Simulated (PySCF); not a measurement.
Species: 1-pyrroline, C4H7N.
Geometry (GFN2-xTB, Å), atoms numbered from 1 in this order:
```
atom  x, y, z in Å
C1    -0.489    1.298   -0.168
N2     0.751    1.294   -0.365
C3     1.278   -0.038   -0.204
C4     0.092   -0.966    0.171
C5    -1.120   -0.022    0.180
H6    -1.062    2.209   -0.248
H7     1.760   -0.328   -1.140
H8     2.051   -0.010    0.568
H9     0.251   -1.421    1.146
H10   -0.025   -1.762   -0.562
H11   -1.609    0.035    1.154
H12   -1.877   -0.290   -0.559
```

Computed, not measured: TDDFT CAM-B3LYP/def2-SVPD, vertical, gas phase, core orbitals frozen in the response (PySCF).

Excitation energies and transition dipoles (atomic units, axes of the coordinates) of those of the lowest 8 singlets that add 0.02 au or more to the mean polarisability:

| state | ΔE (hartree) | μx | μy | μz |
| --- | --- | --- | --- | --- |
| S1 | 0.2027 | 0.021 | 0.026 | 0.134 |
| S2 | 0.2640 | -0.268 | -0.188 | 0.079 |
| S3 | 0.2786 | -0.977 | 0.151 | 0.133 |
| S5 | 0.3015 | -0.114 | 0.128 | -0.006 |
| S6 | 0.3129 | -0.212 | -0.252 | 0.083 |

Problem. What does each state add to αxx, αyy and αzz, and how do the sums compare with the full static tensor?

Solution. Each state adds 2 μα² / ΔE.

```
        state  αxx (au)  αyy (au)  αzz (au)
           S1      0.00      0.01      0.18
           S2      0.54      0.27      0.05
           S3      6.85      0.16      0.13
           S5      0.09      0.11      0.00
           S6      0.29      0.41      0.04
 all 8 states       7.8       1.0       0.5
full response      59.5      51.8      42.2
    share (%)        13         2         1
```

The rest comes from the higher roots of the same response equations.

Problem. Give the full tensor and its principal values.

Solution. In au, rows and columns x, y, z:
```
x   59.5 -2.0 -2.5
y   -2.0 51.8 -1.6
z   -2.5 -1.6 42.2
```
Principal values 41.4, 51.8 and 60.3 au; mean 51.2 au (7.58 Å³).

Problem. By how much does the contribution of these states grow at 1064 nm?

Solution. With ω = 0.0428 hartree each state's term in the mean polarisability goes from f / ΔE² to f / (ΔE² − ω²), f = (2/3) ΔE |μ|²; the sum over all 8 states goes from 3.08 to 3.15 au, a rise of 0.08 au.
